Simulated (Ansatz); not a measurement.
[BMeH3]- (CH₆B⁻) was relaxed with PBE-D4 (def2-TZVPD) in Ansatz in these states: charge -1 singlet, neutral doublet. The geometries follow in no particular order.

A:

| atom | x (Å) | y (Å) | z (Å) |
| --- | --- | --- | --- |
| B1 | 0.4740 | 0.5495 | 0.3821 |
| C2 | -0.4799 | -0.5564 | -0.3869 |
| H3 | -1.5409 | -0.2382 | -0.4456 |
| H4 | -0.4825 | -1.5437 | 0.1187 |
| H5 | -0.1575 | -0.7464 | -1.4310 |
| H6 | 1.6582 | 0.1538 | 0.4287 |
| H7 | 0.0775 | 0.7362 | 1.5522 |
| H8 | 0.4510 | 1.6451 | -0.2182 |

B:

```xyz
8

B    -0.687    0.129   -0.102
C     0.872   -0.085    0.053
H     1.173   -1.110   -0.211
H     1.219    0.154    1.070
H     1.433    0.581   -0.625
H    -1.120    1.134    0.469
H    -1.715   -0.391    0.447
H    -1.175   -0.411   -1.100
```

Problem. Judge from the bond lengths which geometry belongs to which state (an estimate).

Solution. A is the charge -1 singlet (B1–C2 1.651 Å, B1–H7 1.249 Å, B1–H8 1.249 Å); B is the neutral doublet (B1–C2 1.581 Å, B1–H7 1.276 Å, B1–H8 1.235 Å).
